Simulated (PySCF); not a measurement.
## How methods differ on the ionisation energy of C

C [He] 2s2 2p2 (3P) → C⁺ [He] 2s2 2p1 (2P), as a difference of total energies. All numbers are calculated (PySCF 2.14, the non-relativistic Hamiltonian (point nucleus), in aug-cc-pwCVTZ (7s6p4d2f, 59 functions)). Correlated levels: valence and next inner shell: nothing frozen. The calculations carry no spin-orbit coupling.

Order these methods by the ionisation energy they give, lowest first.
A. CCSD (valence and next inner shell)
B. UHF
C. MP2 (valence and next inner shell)
D. CCSD(T) (valence and next inner shell)

B (10.796 eV), A (11.188 eV), D (11.214 eV), C (11.279 eV).

Errors of the correlated levels include the incompleteness of this basis.

For comparison: 11.262 eV (measured; NIST levels, between the centres of gravity of the two terms).
